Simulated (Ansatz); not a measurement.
Gas-phase electronic energies from Ansatz, PBE0-D4/def2-TZVP geometries. CBS: MP2 limit from def2 TZ/QZ plus the TZ coupled-cluster correction, frozen cores. This one scheme is used for every species, atoms too. DFT in def2-TZVPP. B3LYP here is the variant with VWN-RPA as its local correlation; programs differ in this. Open shells (•) are unrestricted, without spin–orbit coupling. Spin–orbit coupling would lower the free atoms: a little for C, S. Each species was taken in one conformer, which may not be the lowest.

Consider the atomization: `N/C=C/CS` → 3 C• + 7 H• + N• + S•.

Problem. What is ΔE at CCSD(T)/CBS? (An estimate is asked.)

Solution. Computed: +4555.3 kJ/mol.

Problem. What do these levels give: r2SCAN-D4, PBE0-D4, B3LYP-D4, ωB97M-V, PBE, r2SCAN, PBE0, HF/def2-TZVPP, HF/def2-QZVPP, HF/CBS(def2), MP2/CBS(def2), CCSD/CBS(def2)? (Best estimate.)

Solution. The calculation gave: r2SCAN-D4 4571.4, PBE0-D4 4603.5, B3LYP-D4 4576.8, ωB97M-V 4584.7, PBE 4674.8, r2SCAN 4565.6, PBE0 4584.3, HF/def2-TZVPP 3239.8, HF/def2-QZVPP 3245.8, HF/CBS(def2) 3246.7, MP2/CBS(def2) 4620.7, CCSD/CBS(def2) 4480.1 kJ/mol.

Largest T1 diagnostic among the species: 0.011.

The D4 term adds +36.5 kJ/mol with B3LYP and +19.2 kJ/mol with PBE0; it sums over pairs of atoms, weighted by their polarisabilities, and B3LYP, whose exchange is more repulsive, gets the larger term. In def2-TZVPP, CCSD(T) changes the Hartree–Fock value by +1189.7 kJ/mol (the triples alone add +75.1 kJ/mol) and MP2 by +1255.1 kJ/mol; breaking electron pairs costs correlation energy, which Hartree–Fock lacks.

For atomizations the MP2-based limit and the directly extrapolated one differ by several kJ/mol either way, and by 10 to 25 for some Ge, Se and Sn compounds, so smaller differences from it don't rank the levels.
